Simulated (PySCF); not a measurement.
**One reaction down a group: F, Cl, Br, I**

The same gas-phase reaction for F, Cl, Br, I:
- F₂ + 2 Si + 3 H₂ → 2 SiH₃F
- Cl₂ + 2 Si + 3 H₂ → 2 SiH₃Cl
- Br₂ + 2 Si + 3 H₂ → 2 SiH₃Br
- I₂ + 2 Si + 3 H₂ → 2 SiH₃I

Method: PySCF energies plus ideal-gas RRHO corrections (1 bar). † marks an energy on the PBE0/def2-TZVP geometry and frequencies; other levels use their own. Open shells (unrestricted): Si (multiplicity 3, electronic degeneracy 9); the rest are closed-shell singlets. Spin-orbit splitting is ignored; it lowers the true energy and changes the entropy of Si. I: scalar-relativistic def2 core potential, no spin-orbit coupling. Br: all electrons, no relativistic terms. The harmonic model lacks anharmonicity and excited electronic states, which grow with temperature; levels with a mode under 35 cm⁻¹ are left out.

ΔH°(298 K) in kJ, by level:

```csv
level,F,Cl,Br,I
ωB97M-V/def2-TZVP†,-1630.1,-1202.7,-1118.8,-1011.1
PBE0/def2-SVP†,-1576.8,-1206.6,-1116.4,-1016.2
M06-2X/def2-TZVP†,-1644.4,-1191.4,-1108.1,-1001.5
LDA/def2-TZVP†,-1720.0,-1299.4,-1223.7,-1125.1
PBE0/def2-TZVP,-1607.3,-1189.4,-1107.9,-1004.5
ωB97X-V/def2-TZVP†,-1655.6,-1235.0,-1150.1,-1043.1
```

At ωB97M-V/def2-TZVP†, ΔH° rises from F to I, over a range of 619.0 kJ; the steps are +427.4, +83.9, +107.7 kJ. 6 of the 6 levels shown give the same order. The levels scatter most for F (143.2 kJ between the highest and the lowest) and least for Cl (110.0 kJ). ΔS°(298 K) runs from -453.7 to -446.7 J/K, so TΔS° at 298 K spreads over 2.1 kJ among the members, against 619.0 kJ for ΔH°.

Free energies at ωB97M-V/def2-TZVP†:

```csv
member,"ΔS°(298 K), J/K","ΔG°(298 K), kJ","ΔG°(1000 K), kJ",ΔG° changes sign
F,-453.7,-1495,-1158,none from 298 to 2500 K
Cl,-449.8,-1069,-736,none from 298 to 2500 K
Br,-448.6,-985,-654,2000 to 2500 K
I,-446.7,-878,-549,2000 to 2500 K
```

The NASA 1993 table, where it holds all species, gives ΔH°(298 K) = -1653 kJ for F, -1184 kJ for Cl, -1087 kJ for Br, -967 kJ for I; its entries are part measured, part old estimates, and weren't checked at source. After a fit of one offset per element over all species, the range-separated, M06-2X, PBE0/def2-QZVP and CCSD(T)/def2-TZVPP enthalpies, where run, lie to one side of the table for SiH₃F (+16 kJ/mol), I₂ (+16 kJ/mol): a fault of the table's entry, another state or a shared error of the levels is possible; this was not checked at source.
